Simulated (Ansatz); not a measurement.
**CHN (triplet): from Hartree-Fock to the top rungs, cc-pVDZ**

Aim: climb from Hartree-Fock through coupled cluster and multireference methods for CHN (triplet) at one geometry and basis, and see what each rung misses.

Computed with Ansatz 0.2.0, Gaussian basis. Level: cc-pVDZ, core rule «outside noble gas», up to 2 orbitals frozen.

To be run: UHF; CCSD(T) on ROHF; CCSD(T) on UHF; BCCD(T) on ROHF; CISD; CCSDT(Q) on ROHF; CCSDT(Q) on UHF; CCSDTQ on ROHF; CCSDTQ on UHF; CASSCF and MRCISD+Q, 10 electrons in 9 orbitals; CASSCF and NEVPT2, 10 electrons in 9 orbitals.

3 further runs of the same task are left out: 3 set aside as unsound or not needed.

## 1. What is computed

The geometry is a PBE0/def2-TZVP stationary point (not a proven minimum).

3 atoms, charge 0, spin multiplicity 3.

Atoms are counted from 1 here; the program's logs count them from 0.

Bond lengths: N1–C2 1.249 Å, N1–H3 1.037 Å. Angles: C2–N1–H3 113.1°.

## 2. UHF

File in.yaml:

```yaml
crystal:
  periodic: [false, false, false]
  atoms:
    - {symbol: N, position_ang: [0.000000, -0.123686, 0.526574]}
    - {symbol: C, position_ang: [0.000000, 0.081265, -0.705120]}
    - {symbol: H, position_ang: [0.000000, 0.750434, 1.084807]}
basis:
  gaussian: {orbitals: cc-pVDZ}
magnetization: {spin_polarized: true, initial_magnetization: 2}
hamiltonian: {xc: hf}
output: {orbitals: {seedname: orbitals}}
```

On the command line:

```bash
> ansatz run in.yaml --threads 1 --pin off --events-out ev --progress --plain --max-ram 2816MiB --backend cpu
```

The runs that follow: CCSD(T) on ROHF; CCSD(T) on UHF; BCCD(T) on ROHF; CISD; CCSDT(Q) on ROHF; CCSDT(Q) on UHF; CCSDTQ on ROHF; CCSDTQ on UHF; CASSCF and MRCISD+Q, 10 electrons in 9 orbitals; CASSCF and NEVPT2, 10 electrons in 9 orbitals.

Before running them: what should the planned runs give, taken together? Wanted: UCCSDTQ below the RHF energy; RMP2 from UCCSDTQ; UMP2 from UCCSDTQ; RCCSD from UCCSDTQ; RCCSD(T) from UCCSDTQ; UCCSD(T) from UCCSDTQ; RCCSDT(Q) from UCCSDTQ; UCCSDT(Q) from UCCSDTQ; NEVPT2 valence from UCCSDTQ.

**Answer**, as computed:

| quantity | value |
| --- | --- |
| UCCSDTQ below the RHF energy | -7.7313 eV |
| RMP2 from UCCSDTQ | +919.5 meV |
| UMP2 from UCCSDTQ | +1323.7 meV |
| RCCSD from UCCSDTQ | +342.5 meV |
| RCCSD(T) from UCCSDTQ | +52.2 meV |
| UCCSD(T) from UCCSDTQ | +71.7 meV |
| RCCSDT(Q) from UCCSDTQ | -2.2 meV |
| UCCSDT(Q) from UCCSDTQ | -8.8 meV |
| NEVPT2 valence from UCCSDTQ | +862.3 meV |
| MRCISD+Q valence from UCCSDTQ | +29.4 meV |
| levels within 1 kcal/mol (43 meV) | RCCSDT, UCCSDT, RCCSDT(Q), UCCSDT(Q), RCCSDTQ, MRCISD+Q valence |
| T1 diagnostic | 0.048 |
| effectively unpaired electrons | 2.07 |

RCCSD(T) misses by +52.2 meV, 0.7 % of the correlation energy. The occupations are near whole numbers, but T1 = 0.048 shows that the orbitals relax strongly. Of the multireference levels listed MRCISD+Q valence comes nearest in total energy (+29.4 meV), which doesn't show that its space is the better one. These misses are within one basis, not against nature; the frozen cores of restricted and unrestricted runs differ, which can shift their rows.
